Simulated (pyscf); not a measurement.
A first-order saddle from PySCF, ωB97X-D3(BJ)/def2-SVP:

```xyz
6

F      1.2229     0.9364     1.3043
Si     0.2550     0.1244     0.3017
F     -1.1161     0.1028     1.1508
F      0.0313     0.9971    -1.0240
H     -0.0212    -1.3853    -0.1879
H      1.4780    -0.8498    -0.0901
```
Charge 0, spin multiplicity 2.

Surface: doublet, charge 0. Lowest wavenumbers (cm⁻¹): 456i, 235, 314, 417, 479.

### Question
What reaction is this the transition state of?

### Answer
`[F][SiH]([F])[F]` + `[H]` [doublet] ⇌ `[F][SiH]([F])[F]` + `[H]` [doublet], a substitution at Si read from left to right: H–Si broken and H–Si formed. At CCSD(T)/def2-TZVPP + ΔMP2(QZVPP) it lies +0.71 eV from the left side and +0.71 eV from the right (each side as separated species at their lowest minima found). The same reactants have a lower exit, to F–Si•(F)–F + H₂ (barrier +0.37 eV at ωB97M-D3(BJ), against +0.64 eV here). One saddle was located; it need not be the lowest between these sides. The angle at the attacked Si is 59° (front-side attack). The CCSD(T) − MP2 part came from Ansatz, without density fitting, on the same reference.
